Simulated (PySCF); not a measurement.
A structure optimised at PBE-D3(BJ)/def2-TZVP, used in a PySCF frequency run:

```xyz
5

O     -0.0917    -1.1262     0.0000
C      0.4003     0.1352     0.0000
O     -0.2632     1.1436     0.0000
H     -1.0702    -1.0437     0.0000
H      1.5070     0.0932     0.0000
```

Q: Write its SMILES, formula and point group.

A: O=CO, CH₂O₂, Cs

Q: What are its rotational constants (standard atomic weights)?

A: 76.991, 11.873, 10.287 GHz
